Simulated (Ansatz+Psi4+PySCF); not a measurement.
# doublet NO: levels of theory in one basis

```xyz
2

N     0.0000    0.0000   -0.6094
O     0.0000    0.0000    0.5333
```

Basis set: cc-pVTZ (spherical functions). Correlated methods keep 2 orbitals frozen. Correlation on ROHF uses semicanonical orbitals with singles. Charge 0, multiplicity 2.

Computed with Ansatz (development build ahead of 0.2.0) and Psi4 1.11; each method stands on the lowest determinant of its kind that the runs found.

| method | E − E(ROHF) (eV) | <S²> of the determinant |
| --- | --- | --- |
| ROHF | 0.00 | 0.75 |
| UHF | -0.20 | 0.78 |
| ROHF-MP2 | -11.12 | – |
| ROHF-CCSD | -11.10 | – |
| UHF-CCSD | -11.11 | 0.78 |
| ROHF-CCSD(T) | -11.61 | – |
| UHF-CCSD(T) | -11.60 | 0.78 |

(1) What does UHF-MP2 give on the same scale?

Results:

(1) -10.97 eV.

Caution for ROHF-MP2, UHF-MP2: forces differ strongly between restricted and unrestricted references.
